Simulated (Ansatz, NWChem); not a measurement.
From NWChem to Ansatz

NWChem 7.3.0 runs this on doublet [CH2F2]−:

nw.nw:
```
start nw
title "CH2F2"
memory 2200 mb
charge -1
geometry noautosym nocenter noautoz
 F     -1.073300     0.191200     0.698300
 C      0.010100    -0.016900    -0.082300
 F      1.090500    -0.179200     0.713200
 H     -0.142700    -0.932900    -0.659500
 H      0.165300     0.864200    -0.711100
end
basis spherical bse
 F library aug-cc-pVDZ
 C library aug-cc-pVDZ
 H library aug-cc-pVDZ
end
dft
 xc wb97x
 mult 2
 grid xfine
 convergence energy 1e-08
 iterations 100
 mulliken
end
task dft energy
```

```bash
$ nwchem nw.nw > nw.out
```

The coordinates come from a PBE0-D4/def2-TZVP relaxation. That shape belongs to the parent species and isn't relaxed for this state.

The HOMO lies above zero, from self-interaction, a short basis or an unbound electron.

It gives a total energy of -238.930672 Eh.

Problem. Write the same calculation for Ansatz 0.2.0 as an input file of the program's own.

Solution. One way, which was run:

run.yaml:
```yaml
basis:
  gaussian:
    orbitals: aug-cc-pVDZ
crystal:
  periodic: [false, false, false]
  atoms:
    - {symbol: F, position_ang: [-1.073300, 0.191200, 0.698300]}
    - {symbol: C, position_ang: [0.010100, -0.016900, -0.082300]}
    - {symbol: F, position_ang: [1.090500, -0.179200, 0.713200]}
    - {symbol: H, position_ang: [-0.142700, -0.932900, -0.659500]}
    - {symbol: H, position_ang: [0.165300, 0.864200, -0.711100]}
total_charge: -1
magnetization:
  spin_polarized: true
  initial_magnetization: 1
hamiltonian:
  xc: {name: wB97X}
accuracy: high
output:
  orbitals: {seedname: orbitals}
```

```bash
$ ansatz run run.yaml --threads 1 --pin off --max-ram 3480MiB --events-out events.jsonl --progress --plain --runs-dir runs
```

Its energy is -238.930685 Eh, 0.013 mEh from the first.
